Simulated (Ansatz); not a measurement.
# H2O: the cost of one run

Program: Ansatz 0.2.0. Level of theory: the levels named in each step. These are calculated values, not measurements.

### Step 1. The system as given

Bond lengths: O1–H2 1.001 Å, O1–H3 1.001 Å. Angles: H2–O1–H3 109.6°.

Structure file:

```xyz
3

O     0.0031    0.1089   -0.0009
H    -0.8312   -0.4449   -0.0017
H     0.8044   -0.4916    0.0092
```

### Step 2. Frequencies, PBE0-D4/def2-TZVPP

Input file input.yaml:

```yaml
crystal:
  periodic: [false, false, false]
  atoms:
    - { symbol: O, position_ang: [0.00312184, 0.10887437, -0.00086439] }
    - { symbol: H, position_ang: [-0.83118968, -0.44487948, -0.00174539] }
    - { symbol: H, position_ang: [0.80436784, -0.49164488, 0.00921978] }
magnetization:
  spin_polarized: true
  initial_magnetization: 1
total_charge: 1
basis:
  gaussian: { orbitals: def2-TZVPP }
hamiltonian:
  xc: pbe0
  dispersion: d4
phonons: {}
```

On the command line:

```sh
> ansatz run input.yaml --threads 1 --pin off --max-ram 2560MiB --backend cpu --events-out ev --progress --plain --runs-dir out
```

What time and memory should one allow on 1 thread of Intel Xeon Platinum 8259CL at 2.50GHz (Skylake/Cascade Lake), shared host?

About 3.8 s, with a peak of 0.11 GiB.
